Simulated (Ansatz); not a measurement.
[S4]2- (S4²⁻), relaxed as a singlet with RKS PBE0-D4/def2-TZVPD in Ansatz, starting from the GFN2-xTB (ALPB water) geometry. Force threshold 0.02 eV/Å.

A multiply charged anion in the gas phase is held together partly by the finite basis. The highest occupied level of the charge -2 singlet lies above zero (up to 3.19 eV). The electron is either unbound and held by the finite basis, or the level is raised by self-interaction error.

Start:

```csv
atom,x (Å),y (Å),z (Å)
S1,0.310,-1.726,-1.530
S2,0.763,0.132,-0.966
S3,0.386,0.457,1.085
S4,-1.460,1.137,1.412
```

```
        step  energy (eV)  largest force component (eV/Å)  SCF passes
           1  -43328.1789                           1.214          19
           2  -43328.2740                           0.313          25
           3  -43328.2844                           0.217          21
4 (rejected)  -43328.2789                           0.162          20
           5  -43328.2877                           0.017          21
```

Force components are those of the run's own axes.

End:

```xyz
4

S     0.3591   -1.7947   -1.6099
S     0.7599    0.1241   -0.9435
S     0.3812    0.4610    1.0607
S    -1.5001    1.2096    1.4927
```

By distances, no bond broke or formed. The bond that changes most is S3–S4, from 1.99 to 2.07 Å (atoms count from 1).

No frequencies were taken in this run, so the end may be a saddle point.

It took 7.5 s on 4 threads of Intel Xeon Platinum 8488C on a shared host, peak host memory 0.57 GiB.
